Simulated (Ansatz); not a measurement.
Zinc-blende HgSe, treated with PBE0 (Ansatz, an electronic-structure program, PAW).

Numerical settings: plane-wave cutoff 460 eV, 8×8×8 k mesh, Fermi–Dirac smearing 0.01 eV, scalar-relativistic PAW data made under PBE.

The cell has the measured lattice: a = b = c = 6.085 Å, α = β = γ = 90.00°.

Q: Predict the band gap.

A: 
- band gap = 0.34 eV (on the SCF k mesh)

Note: cell and atoms aren't relaxed at this level (pressure 2.5 GPa).

Spin–orbit coupling is not included; with these elements it can move the gap by several tenths of an eV or more.

The computed numbers hold no vibrational or temperature effects.

The result took roughly 6 core-minutes.
